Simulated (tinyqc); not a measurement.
Worked calculation: geometry optimisation on the RHF/sto-3g surface (energies and gradients from PySCF), for H2O, spin multiplicity 1. One step of it, computed by the program tinyqc.

Problem. Step 1: move. Quasi-Newton step p = -H^(-1) g (first H = 0.6 times the unit matrix); steps longer than 0.3 bohr are cut back (factor 0.325 here).

positions at the start (bohr), order 1O, 2H, 3H:
$$\begin{pmatrix}
-0.083148 & -0.003779 & 0.007559 \\
0.037795 & 1.216984 & 1.003445 \\
-0.051023 & -1.150843 & 1.073364
\end{pmatrix}$$

gradient (hartree/bohr), order 1O, 2H, 3H:
$$\begin{pmatrix}
0.02538498 & -0.00636050 & 0.35203383 \\
-0.02123788 & -0.24064903 & -0.16056919 \\
-0.00414710 & 0.24700953 & -0.19146464
\end{pmatrix}$$

Give: positions after step 1.

Solution.

positions after step 1 (bohr), order 1O, 2H, 3H:
$$\begin{pmatrix}
-0.0969 & -0.0003 & -0.1832 \\
0.0493 & 1.3474 & 1.0905 \\
-0.0488 & -1.2847 & 1.1771
\end{pmatrix}$$
